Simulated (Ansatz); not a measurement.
## Yb (fcc): energy against volume

Computed with Ansatz 0.2.0, DFT, LDA (PW92), plane waves (420 eV) with PAW, scalar-relativistic. The PAW files were generated under PBE, with cores re-solved for the functional.

The cell is scaled uniformly from the relaxed one, with fractional coordinates and shape fixed. Energies are extrapolated to zero smearing, pressures are those at the given smearing. Magnetic state: non-magnetic.

A Birch-Murnaghan fit gives V₀ = 29.66 Å³/atom, B₀ = 24 GPa, B₀′ = 3.7.

Problem. What are the energy above the minimum and the pressure at 26.070 Å³/atom?

Solution. 39.6 meV/atom and 3.91 GPa as computed.

Problem. What are the energy above the minimum and the pressure at 27.255 Å³/atom?

Solution. 16.6 meV/atom and 2.36 GPa as computed.

Problem. What are the energy above the minimum and the pressure at 31.995 Å³/atom?

Solution. 12.1 meV/atom and -1.60 GPa as computed.
